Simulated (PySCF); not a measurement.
## Atomic charges against the basis set

Cyclopropylmethylamine, C4H9N.
Numbering: `[NH2:1][CH2:2][CH:3]1[CH2:4][CH2:5]1` (hydrogens: H6, H7 on N1; H8, H9 on C2; H10 on C3; H11, H12 on C4; H13, H14 on C5)

Geometry (PBE0-D3(BJ)/def2-SVP, Å), atoms numbered from 1 in this order:
```xyz
14
C4H9N angstrom
N      1.932    0.832    0.048
C      1.010   -0.135   -0.511
C     -0.100   -0.431    0.462
C     -1.415   -0.957   -0.021
C     -1.318    0.449    0.495
H      1.447    1.710    0.227
H      2.682    1.040   -0.607
H      1.566   -1.066   -0.718
H      0.548    0.166   -1.478
H      0.256   -0.797    1.431
H     -1.545   -1.096   -1.099
H     -1.933   -1.702    0.588
H     -1.379    1.261   -0.237
H     -1.769    0.684    1.463
```

PBE0 throughout (PySCF), one geometry, spherical d and f functions. One conformer (not necessarily the lowest) at the PBE0-D3(BJ)/def2-SVP geometry, without solvent, vibrations or thermal averaging. Atoms taken as equivalent share a column and are averaged. The first 7 of 9 kinds of atom are listed.

Mulliken charges (e):

| basis | functions | N1 | C2 | C3 | C4/C5 | H6/H7 | H8/H9 | H10 |
| --- | --- | --- | --- | --- | --- | --- | --- | --- |
| STO-3G | 34 | -0.413 | -0.063 | -0.084 | -0.177 | +0.170 | +0.070 | +0.092 |
| 6-31G | 63 | -0.713 | -0.191 | -0.163 | -0.350 | +0.292 | +0.151 | +0.189 |
| 6-31G* | 88 | -0.762 | -0.196 | -0.134 | -0.375 | +0.319 | +0.151 | +0.186 |
| def2-SVP | 115 | -0.272 | +0.138 | -0.219 | -0.082 | +0.104 | +0.014 | +0.056 |
| pcSseg-1 | 130 | -0.450 | 0.000 | -0.304 | -0.212 | +0.168 | +0.101 | +0.127 |
| 6-311+G(2d,p) | 189 | -0.494 | -0.332 | +0.173 | -0.287 | +0.227 | +0.112 | +0.098 |
| def2-TZVP | 209 | -0.505 | -0.116 | -0.070 | -0.250 | +0.216 | +0.094 | +0.106 |

IAO charges (e):

```tsv
basis	functions	N1	C2	C3	C4/C5	H6/H7	H8/H9	H10
STO-3G	34	-0.440	-0.182	-0.143	-0.273	+0.194	+0.120	+0.141
6-31G	63	-0.570	-0.159	-0.131	-0.305	+0.242	+0.121	+0.153
6-31G*	88	-0.569	-0.133	-0.126	-0.292	+0.239	+0.113	+0.144
def2-SVP	115	-0.558	-0.128	-0.124	-0.286	+0.235	+0.110	+0.141
pcSseg-1	130	-0.573	-0.133	-0.129	-0.293	+0.240	+0.115	+0.145
6-311+G(2d,p)	189	-0.602	-0.138	-0.132	-0.304	+0.251	+0.119	+0.149
def2-TZVP	209	-0.596	-0.137	-0.131	-0.304	+0.249	+0.118	+0.149
```

Hirshfeld charges (e):

```csv
basis,functions,N1,C2,C3,C4/C5,H6/H7,H8/H9,H10
STO-3G,34,-0.230,+0.045,-0.016,-0.051,+0.087,+0.007,+0.024
6-31G,63,-0.248,-0.011,-0.033,-0.088,+0.104,+0.025,+0.044
6-31G*,88,-0.243,-0.015,-0.036,-0.088,+0.104,+0.026,+0.043
def2-SVP,115,-0.238,-0.023,-0.038,-0.091,+0.106,+0.028,+0.042
pcSseg-1,130,-0.242,-0.025,-0.042,-0.093,+0.106,+0.031,+0.044
"6-311+G(2d,p)",189,-0.240,-0.031,-0.052,-0.095,+0.105,+0.034,+0.049
def2-TZVP,209,-0.241,-0.032,-0.049,-0.097,+0.107,+0.033,+0.048
```

ESP-fitted charges (e):

```json
{"basis": "STO-3G", "functions": "34", "N1": "-0.823", "C2": "+0.085", "C3": "-0.140", "C4/C5": "-0.276", "H6/H7": "+0.318", "H8/H9": "+0.071", "H10": "+0.146"}
{"basis": "6-31G", "functions": "63", "N1": "-1.077", "C2": "+0.153", "C3": "-0.164", "C4/C5": "-0.348", "H6/H7": "+0.413", "H8/H9": "+0.070", "H10": "+0.181"}
{"basis": "6-31G*", "functions": "88", "N1": "-0.924", "C2": "+0.064", "C3": "-0.103", "C4/C5": "-0.358", "H6/H7": "+0.361", "H8/H9": "+0.075", "H10": "+0.162"}
{"basis": "def2-SVP", "functions": "115", "N1": "-0.850", "C2": "+0.054", "C3": "-0.095", "C4/C5": "-0.321", "H6/H7": "+0.335", "H8/H9": "+0.071", "H10": "+0.146"}
{"basis": "pcSseg-1", "functions": "130", "N1": "-0.907", "C2": "+0.067", "C3": "-0.092", "C4/C5": "-0.340", "H6/H7": "+0.351", "H8/H9": "+0.076", "H10": "+0.152"}
{"basis": "6-311+G(2d,p)", "functions": "189", "N1": "-0.908", "C2": "+0.031", "C3": "-0.052", "C4/C5": "-0.358", "H6/H7": "+0.350", "H8/H9": "+0.084", "H10": "+0.149"}
{"basis": "def2-TZVP", "functions": "209", "N1": "-0.888", "C2": "+0.020", "C3": "-0.059", "C4/C5": "-0.354", "H6/H7": "+0.347", "H8/H9": "+0.084", "H10": "+0.150"}
```

Some averages cover members that differ in this geometry, most widely: C4/C5, ESP-fitted in 6-311+G(2d,p) -0.514 to -0.201; C4/C5, ESP-fitted in def2-TZVP -0.497 to -0.211; C4/C5, ESP-fitted in pcSseg-1 -0.464 to -0.217; C4/C5, ESP-fitted in 6-31G* -0.476 to -0.240 e.

Q: Which scheme is steadiest as the basis changes?

A: Largest range over the bases for any column: Hirshfeld 0.08 e, IAO 0.16 e, ESP-fitted 0.25 e, Mulliken 0.49 e. Hirshfeld charges move least and Mulliken charges most, counted in e. Without the minimal STO-3G basis the ranges are Hirshfeld 0.02, IAO 0.04, ESP-fitted 0.23, Mulliken 0.49 e.

Q: How much do the charges still move between the two largest bases, 6-311+G(2d,p) and def2-TZVP?

A: At most, over all atoms: Mulliken 0.244 e, IAO 0.006 e, Hirshfeld 0.004 e, ESP-fitted 0.020 e.

Q: What do the same runs give for the total energy, the frontier levels and the dipole moment?

A: 
| basis | energy (Eh) | HOMO (eV) | LUMO (eV) | μ (D) |
| --- | --- | --- | --- | --- |
| STO-3G | -209.7028 | -3.82 | 7.72 | 1.35 |
| 6-31G | -212.2326 | -6.25 | 2.65 | 1.51 |
| 6-31G* | -212.2932 | -6.47 | 2.76 | 1.24 |
| def2-SVP | -212.1505 | -6.56 | 1.91 | 1.17 |
| pcSseg-1 | -212.2748 | -6.73 | 1.55 | 1.23 |
| 6-311+G(2d,p) | -212.3643 | -6.88 | 0.34 | 1.17 |
| def2-TZVP | -212.3798 | -6.82 | 1.21 | 1.15 |

The dipole is fixed by the density alone, so its range of 0.36 D shows that the density itself changes with the basis, not only its division among atoms.
